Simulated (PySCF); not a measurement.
# C5H12N+, a complex of two parts: interaction energy, part 3 of 3

PySCF 2.14.0. Atoms count from 0, parts from 1.

## (9) Counterpoise and decomposition: 1.69 Å

What the job is given:

```
{"job": {"kind": "inter", "xc": "PBE", "basis": "def2-SVP", "disp": "d4"}, "charge": 1, "multiplicity": 1, "parts": [{"atoms": "0-13", "charge": 1, "multiplicity": 1}, {"atoms": "14-17", "charge": 0, "multiplicity": 1}]}
C     -0.321552     1.263738    -0.317960
N      0.155016    -0.123473    -0.442352
C     -0.799154    -1.069009     0.159374
C      1.493140    -0.277981     0.150745
H     -1.309808     1.364697    -0.762240
H      0.358623     1.941856    -0.829136
H     -0.376667     1.546540     0.732485
H      0.235859    -0.348088    -1.469202
H     -0.891155    -0.874049     1.227106
H     -0.454973    -2.091877     0.018516
H     -1.779619    -0.961169    -0.300613
H      2.189074     0.423754    -0.303735
H      1.861422    -1.289347    -0.009215
H      1.451404    -0.084139     1.221613
C      0.060506    -0.914250    -3.055834
C      1.130756    -0.387146    -3.171621
H     -0.870727    -1.404482    -3.044404
H      2.069968     0.073199    -3.282811
```

Level: PBE-D4/def2-SVP interaction energy, counterpoise and uncorrected, gas phase.

Log:

```text
part 1, own basis, geometry of the cluster: E = -174.4647651915 (as before)

part 2, own basis, geometry of the cluster: E = -77.1601538019 (as before)

part 1, own basis, relaxed alone: E = -174.4651512338 (as before)

part 2, own basis, relaxed alone: E = -77.1597778715 (as before)

cluster
final grid: 131496 points
cycle   1  E = -251.6237305259  dE = -2.558e-02  |g| = 1.663e-01  |ddm| = 9.020e-01
cycle   2  E = -251.5772448428  dE =  4.649e-02  |g| = 4.507e-01  |ddm| = 5.377e-01
cycle   3  E = -251.6306874833  dE = -5.344e-02  |g| = 6.368e-02  |ddm| = 3.717e-01
cycle   4  E = -251.6317646702  dE = -1.077e-03  |g| = 7.695e-03  |ddm| = 7.481e-02
cycle   5  E = -251.6317765622  dE = -1.189e-05  |g| = 3.992e-03  |ddm| = 9.982e-03
cycle   6  E = -251.6317798733  dE = -3.311e-06  |g| = 8.977e-04  |ddm| = 3.780e-03
cycle   7  E = -251.6317800485  dE = -1.753e-07  |g| = 1.806e-04  |ddm| = 8.651e-04
cycle   8  E = -251.6317800562  dE = -7.668e-09  |g| = 5.575e-05  |ddm| = 1.998e-04
cycle   9  E = -251.6317800569  dE = -7.684e-10  |g| = 5.585e-06  |ddm| = 5.346e-05
converged SCF energy = -251.6317800569

part 1 in the basis of the cluster
final grid: 131496 points
cycle   1  E = -174.4653149487  dE = -5.563e-04  |g| = 7.716e-04  |ddm| = 2.372e-01
cycle   2  E = -174.4653149552  dE = -6.495e-09  |g| = 9.043e-04  |ddm| = 2.161e-03
cycle   3  E = -174.4653151173  dE = -1.621e-07  |g| = 2.802e-04  |ddm| = 8.481e-04
cycle   4  E = -174.4653151325  dE = -1.521e-08  |g| = 4.565e-05  |ddm| = 2.079e-04
cycle   5  E = -174.4653151330  dE = -4.160e-10  |g| = 1.887e-05  |ddm| = 5.161e-05
converged SCF energy = -174.4653151330

part 2 in the basis of the cluster
final grid: 131496 points
cycle   1  E = -77.1614442415  dE = -1.292e-03  |g| = 4.943e-03  |ddm| = 1.782e-01
cycle   2  E = -77.1614457019  dE = -1.460e-06  |g| = 4.821e-03  |ddm| = 1.279e-02
cycle   3  E = -77.1614523154  dE = -6.614e-06  |g| = 1.058e-03  |ddm| = 5.651e-03
cycle   4  E = -77.1614523276  dE = -1.213e-08  |g| = 1.040e-03  |ddm| = 1.496e-03
cycle   5  E = -77.1614526150  dE = -2.875e-07  |g| = 1.131e-04  |ddm| = 8.330e-04
cycle   6  E = -77.1614526185  dE = -3.513e-09  |g| = 3.051e-06  |ddm| = 1.273e-04
cycle   7  E = -77.1614526185  dE = -3.268e-12  |g| = 3.632e-07  |ddm| = 5.424e-06
converged SCF energy = -77.1614526185

Interaction energy (kcal/mol)
  counterpoise       -5.610
  uncorrected        -6.775
  dispersion part    -2.465
  deformation         0.004
  binding            -5.606

Decomposition of the uncorrected value (kcal/mol)
  electrostatic     -16.381
  Pauli              33.175
  orbital           -21.104
  dispersion         -2.465

Charge of each part in the cluster: 0.919 0.081
```

It took 17 s on 1 thread of Arm Neoverse V1, shared host; peak memory 0.49 GiB.

In short: -5.61 kcal/mol with counterpoise, basis-set superposition error 1.17.

## (10) Interaction energy: 1.59 Å

The job, as its differences from that of step 9:

```diff
@@ -15,5 +15,5 @@
 H      1.451404    -0.084139     1.221613
-C      0.060506    -0.914250    -3.055834
-C      1.130756    -0.387146    -3.171621
-H     -0.870727    -1.404482    -3.044404
-H      2.069968     0.073199    -3.282811
+C      0.070821    -0.880946    -2.962503
+C      1.141071    -0.353842    -3.078290
+H     -0.860412    -1.371178    -2.951073
+H      2.080283     0.106503    -3.189480
```

Level: PBE-D4/def2-SVP interaction energy, counterpoise and uncorrected, gas phase.

Log:

```text
part 1, own basis, geometry of the cluster: E = -174.4647651915 (as before)

part 2, own basis, geometry of the cluster: E = -77.1601538019 (as before)

part 1, own basis, relaxed alone: E = -174.4651512338 (as before)

part 2, own basis, relaxed alone: E = -77.1597778715 (as before)

cluster
final grid: 131496 points
cycle   1  E = -251.6142087823  dE = -3.014e-02  |g| = 1.986e-01  |ddm| = 9.945e-01
cycle   2  E = -251.5440319595  dE =  7.018e-02  |g| = 5.506e-01  |ddm| = 6.466e-01
cycle   3  E = -251.6241588337  dE = -8.013e-02  |g| = 6.962e-02  |ddm| = 4.517e-01
cycle   4  E = -251.6254378476  dE = -1.279e-03  |g| = 6.471e-03  |ddm| = 8.537e-02
cycle   5  E = -251.6254472736  dE = -9.426e-06  |g| = 3.020e-03  |ddm| = 9.616e-03
cycle   6  E = -251.6254492131  dE = -1.940e-06  |g| = 1.236e-03  |ddm| = 3.659e-03
cycle   7  E = -251.6254495326  dE = -3.195e-07  |g| = 2.025e-04  |ddm| = 1.163e-03
cycle   8  E = -251.6254495412  dE = -8.590e-09  |g| = 7.085e-05  |ddm| = 2.029e-04
cycle   9  E = -251.6254495423  dE = -1.196e-09  |g| = 7.139e-06  |ddm| = 6.449e-05
cycle  10  E = -251.6254495424  dE = -1.262e-11  |g| = 2.344e-06  |ddm| = 1.079e-05
converged SCF energy = -251.6254495424

part 1 in the basis of the cluster
final grid: 131496 points
cycle   1  E = -174.4653969193  dE = -6.384e-04  |g| = 8.340e-04  |ddm| = 2.559e-01
cycle   2  E = -174.4653969206  dE = -1.364e-09  |g| = 9.796e-04  |ddm| = 2.299e-03
cycle   3  E = -174.4653971125  dE = -1.919e-07  |g| = 3.034e-04  |ddm| = 9.177e-04
cycle   4  E = -174.4653971303  dE = -1.776e-08  |g| = 4.894e-05  |ddm| = 2.266e-04
cycle   5  E = -174.4653971308  dE = -5.080e-10  |g| = 2.060e-05  |ddm| = 6.000e-05
converged SCF energy = -174.4653971308

part 2 in the basis of the cluster
final grid: 131496 points
cycle   1  E = -77.1615322247  dE = -1.381e-03  |g| = 5.278e-03  |ddm| = 1.941e-01
cycle   2  E = -77.1615336628  dE = -1.438e-06  |g| = 5.187e-03  |ddm| = 1.418e-02
cycle   3  E = -77.1615413312  dE = -7.668e-06  |g| = 1.119e-03  |ddm| = 6.098e-03
cycle   4  E = -77.1615413484  dE = -1.716e-08  |g| = 1.093e-03  |ddm| = 1.588e-03
cycle   5  E = -77.1615416658  dE = -3.174e-07  |g| = 1.202e-04  |ddm| = 8.791e-04
cycle   6  E = -77.1615416697  dE = -3.981e-09  |g| = 3.225e-06  |ddm| = 1.462e-04
cycle   7  E = -77.1615416697  dE = -3.681e-12  |g| = 4.307e-07  |ddm| = 5.764e-06
converged SCF energy = -77.1615416697

Interaction energy (kcal/mol)
  counterpoise       -1.678
  uncorrected        -2.952
  dispersion part    -2.613
  deformation         0.004
  binding            -1.674

Decomposition of the uncorrected value (kcal/mol)
  electrostatic     -19.853
  Pauli              45.484
  orbital           -25.969
  dispersion         -2.613

Charge of each part in the cluster: 0.914 0.086
```

It took 17 s on 1 thread of Arm Neoverse V1, shared host; peak memory 0.49 GiB.

In short: -1.68 kcal/mol with counterpoise, basis-set superposition error 1.27.

## (11) Interaction energy: 3.99 Å

The job, as its differences from that of step 10:

```diff
@@ -15,5 +15,5 @@
 H      1.451404    -0.084139     1.221613
-C      0.070821    -0.880946    -2.962503
-C      1.141071    -0.353842    -3.078290
-H     -0.860412    -1.371178    -2.951073
-H      2.080283     0.106503    -3.189480
+C     -0.176737    -1.680234    -5.202453
+C      0.893514    -1.153130    -5.318240
+H     -1.107969    -2.170466    -5.191023
+H      1.832725    -0.692785    -5.429430
```

Level: PBE-D4/def2-SVP interaction energy, counterpoise and uncorrected, gas phase.

Log:

```text
part 1, own basis, geometry of the cluster: E = -174.4647651915 (as before)

part 2, own basis, geometry of the cluster: E = -77.1601538019 (as before)

part 1, own basis, relaxed alone: E = -174.4651512338 (as before)

part 2, own basis, relaxed alone: E = -77.1597778715 (as before)

cluster
final grid: 131496 points
cycle   1  E = -251.6289642693  dE = -1.406e-03  |g| = 1.988e-02  |ddm| = 2.351e-01
cycle   2  E = -251.6289896512  dE = -2.538e-05  |g| = 1.835e-02  |ddm| = 3.557e-02
cycle   3  E = -251.6289951202  dE = -5.469e-06  |g| = 1.793e-02  |ddm| = 2.541e-02
cycle   4  E = -251.6290812927  dE = -8.617e-05  |g| = 3.684e-04  |ddm| = 1.311e-02
cycle   5  E = -251.6290813104  dE = -1.772e-08  |g| = 2.914e-04  |ddm| = 5.640e-04
cycle   6  E = -251.6290813284  dE = -1.798e-08  |g| = 4.841e-05  |ddm| = 2.284e-04
cycle   7  E = -251.6290813289  dE = -5.476e-10  |g| = 7.501e-06  |ddm| = 4.967e-05
converged SCF energy = -251.6290813289

part 1 in the basis of the cluster
final grid: 131496 points
cycle   1  E = -174.4647713547  dE = -7.076e-06  |g| = 1.733e-05  |ddm| = 2.797e-02
cycle   2  E = -174.4647713548  dE = -6.264e-11  |g| = 1.738e-05  |ddm| = 6.074e-05
converged SCF energy = -174.4647713548

part 2 in the basis of the cluster
final grid: 131496 points
cycle   1  E = -77.1603902044  dE = -2.365e-04  |g| = 1.266e-03  |ddm| = 7.259e-02
cycle   2  E = -77.1603906084  dE = -4.040e-07  |g| = 1.129e-03  |ddm| = 3.515e-03
cycle   3  E = -77.1603909821  dE = -3.737e-07  |g| = 1.474e-04  |ddm| = 1.337e-03
cycle   4  E = -77.1603909860  dE = -3.876e-09  |g| = 9.471e-05  |ddm| = 1.972e-04
cycle   5  E = -77.1603909876  dE = -1.614e-09  |g| = 5.441e-05  |ddm| = 1.045e-04
cycle   6  E = -77.1603909884  dE = -7.957e-10  |g| = 8.914e-07  |ddm| = 4.098e-05
converged SCF energy = -77.1603909884

Interaction energy (kcal/mol)
  counterpoise       -2.837
  uncorrected        -2.990
  dispersion part    -0.378
  deformation         0.004
  binding            -2.833

Decomposition of the uncorrected value (kcal/mol)
  electrostatic      -1.623
  Pauli              -0.034
  orbital            -0.956
  dispersion         -0.378

Charge of each part in the cluster: 0.996 0.004
```

Run time: 13 s. Hardware: 1 thread of Arm Neoverse V1, shared host; peak memory 0.49 GiB.

Counterpoise interaction energy: -2.84 kcal/mol.

## (12) Interaction energy: 5.98 Å

The job, as its differences from that of step 11:

```diff
@@ -15,5 +15,5 @@
 H      1.451404    -0.084139     1.221613
-C     -0.176737    -1.680234    -5.202453
-C      0.893514    -1.153130    -5.318240
-H     -1.107969    -2.170466    -5.191023
-H      1.832725    -0.692785    -5.429430
+C     -0.383034    -2.346306    -7.069079
+C      0.687216    -1.819202    -7.184866
+H     -1.314267    -2.836538    -7.057649
+H      1.626428    -1.358857    -7.296056
```

Method: PBE-D4/def2-SVP interaction energy, counterpoise and uncorrected, gas phase.

Log:

```text
part 1, own basis, geometry of the cluster: E = -174.4647651915 (as before)

part 2, own basis, geometry of the cluster: E = -77.1601538019 (as before)

part 1, own basis, relaxed alone: E = -174.4651512338 (as before)

part 2, own basis, relaxed alone: E = -77.1597778715 (as before)

cluster
final grid: 131496 points
cycle   1  E = -251.6260746943  dE = -1.210e-04  |g| = 9.899e-03  |ddm| = 5.013e-02
cycle   2  E = -251.6260886977  dE = -1.400e-05  |g| = 7.215e-03  |ddm| = 1.539e-02
cycle   3  E = -251.6260938562  dE = -5.159e-06  |g| = 5.851e-03  |ddm| = 8.751e-03
cycle   4  E = -251.6261029773  dE = -9.121e-06  |g| = 4.416e-04  |ddm| = 4.403e-03
cycle   5  E = -251.6261030315  dE = -5.416e-08  |g| = 6.100e-05  |ddm| = 4.555e-04
cycle   6  E = -251.6261030320  dE = -4.850e-10  |g| = 4.534e-05  |ddm| = 7.381e-05
cycle   7  E = -251.6261030324  dE = -4.255e-10  |g| = 1.993e-06  |ddm| = 3.202e-05
converged SCF energy = -251.6261030324

part 1 in the basis of the cluster
final grid: 131496 points
cycle   1  E = -174.4647650745  dE = -6.675e-09  |g| = 8.240e-06  |ddm| = 7.775e-04
cycle   2  E = -174.4647650745  dE = -5.684e-13  |g| = 8.736e-06  |ddm| = 1.905e-05
converged SCF energy = -174.4647650745

part 2 in the basis of the cluster
final grid: 131496 points
cycle   1  E = -77.1601547283  dE = -9.346e-07  |g| = 7.459e-06  |ddm| = 4.760e-03
cycle   2  E = -77.1601547283  dE = -3.925e-11  |g| = 4.492e-06  |ddm| = 2.969e-05
converged SCF energy = -77.1601547283

Interaction energy (kcal/mol)
  counterpoise       -0.912
  uncorrected        -0.913
  dispersion part    -0.170
  deformation         0.004
  binding            -0.908

Decomposition of the uncorrected value (kcal/mol)
  electrostatic      -0.649
  Pauli              -0.000
  orbital            -0.094
  dispersion         -0.170

Charge of each part in the cluster: 1.000 -0.000
```

Run time: 10 s. Hardware: 1 thread of Arm Neoverse V1, shared host; peak memory 0.48 GiB.

Counterpoise interaction energy: -0.91 kcal/mol.

## (13) Energy against distance

Energies in kcal/mol, with wall time:

```csv
distance,counterpoise,BSSE,electrostatic,Pauli,orbital,dispersion,time
1.59 Å,-1.68,1.27,-19.85,45.48,-25.97,-2.61,17 s
1.69 Å,-5.61,1.17,-16.38,33.17,-21.10,-2.46,17 s
1.79 Å,-8.12,1.07,-13.64,24.05,-17.28,-2.31,17 s
1.89 Å,-9.61,0.98,-11.48,17.32,-14.27,-2.16,16 s
1.99 Å,-10.39,0.90,-9.76,12.39,-11.90,-2.02,29 s
2.09 Å,-10.68,0.82,-8.38,8.78,-10.03,-1.87,17 s
2.19 Å,-10.64,0.75,-7.26,6.17,-8.56,-1.73,16 s
2.49 Å,-9.48,0.59,-4.99,1.97,-5.70,-1.35,16 s
2.99 Å,-6.66,0.37,-3.11,0.16,-3.21,-0.87,15 s
3.99 Å,-2.84,0.15,-1.62,-0.03,-0.96,-0.38,13 s
5.98 Å,-0.91,0.00,-0.65,0.00,-0.09,-0.17,10 s
```

## (14) Results

What follows sums up all 3 parts.

```
                quantity                      value
lowest point of the scan  -10.68 kcal/mol at 2.09 Å
```

Along the rigid scan the energy is lowest at H7···C14 = 2.09 Å (-10.68 kcal/mol), and -0.91 remains at 5.98 Å.
